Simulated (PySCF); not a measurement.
Simulated outer-valence photoelectron spectrum of ethyl isothiocyanate (`CCN=C=S`). The calculation used EOM-IP-CCSD/aug-cc-pVDZ in PySCF, restricted Hartree–Fock reference, frozen core, non-relativistic, gas phase, PBE0-D3(BJ)/def2-SVP geometry.

Each root has a Gaussian of 0.4 eV full width with its one-hole share as area; cross sections and vibrations are left out, and the highest printed point is 100.

```
ionisation energy (eV)  intensity
                   8.6          5
                   8.8         43
                   9.0        100
                   9.2         60
                   9.4          9
                   9.6          0
                   9.8          0
                  10.0          0
                  10.2          0
                  10.4          0
                  10.6          0
                  10.8          0
                  11.0          0
                  11.2          0
                  11.4          0
                  11.6          0
                  11.8          0
                  12.0          0
                  12.2          0
                  12.4         10
                  12.6         61
                  12.8         95
                  13.0         39
                  13.2          4
                  13.4          0
                  13.6          3
                  13.8         32
                  14.0         96
                  14.2         92
                  14.4         63
                  14.6         29
                  14.8          5
                  15.0          8
                  15.2         38
                  15.4         44
                  15.6         13
                  15.8          1
```

Q: Where are the maxima, and how many lines lie under the curve?

A: 4 maxima, at 9.0, 12.8, 14.1 and 15.3 eV, from 8 lines. At this width some lines have no maximum of their own.

Q: List the lines with their holes.

A: 
```csv
E (eV),leading hole (HF orbital),area,Koopmans (eV)
9.00,HOMO,0.95,9.49
9.05,HOMO-1,0.95,9.56
12.74,HOMO-2,0.92,13.80
12.80,HOMO-3,0.92,14.05
14.04,HOMO-5,0.93,15.31
14.08,HOMO-4,0.95,15.14
14.42,HOMO-6,0.93,15.93
15.32,HOMO-7,0.92,17.04
```

The widest gap, 3.69 eV, lies between 9.05 and 12.74 eV. Only orbitals with −ε under 21 eV, eight at most, were ionised, so the high end of the curve may lack lines.

The values belong to the conformer `[CH3:1][CH2:2][N:3]=[C:4]=[S:5]`: C1–C2–N3–C4 -1°.
